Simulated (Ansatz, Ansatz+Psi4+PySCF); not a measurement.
```xyz
3

N     0.0000    0.0000   -1.2690
C     0.0000    0.0000    0.0000
N     0.0000    0.0000    1.2690
```

Basis set: cc-pVTZ (spherical functions). Correlated methods keep 3 orbitals frozen. Correlation on ROHF uses semicanonical orbitals with singles. Charge 0, multiplicity 3.

Computed with Ansatz (development build ahead of 0.2.0); the reference of a correlated method needn't be the lowest determinant of its kind.

Give the atomization energy at this shape (free ground-state atoms in the same class of orbitals less the molecule, no zero-point energy) of triplet CN2 by ROHF-CCSD(T), ROHF-CCSD, UHF-CCSD(T), UHF-CCSD.

```
      method  atomization energy
ROHF-CCSD(T)     275.41 kcal/mol
   ROHF-CCSD     259.73 kcal/mol
 UHF-CCSD(T)     274.26 kcal/mol
    UHF-CCSD     262.58 kcal/mol
```

Caution: the reference determinant was not shown to be the lowest. Caution for ROHF-CCSD(T), ROHF-CCSD: an unrestricted determinant lies well below; large share of triples, a single reference is doubtful; other determinants can give a lower correlated total. Caution for UHF-CCSD(T), UHF-CCSD: the unrestricted determinant is spin contaminated.
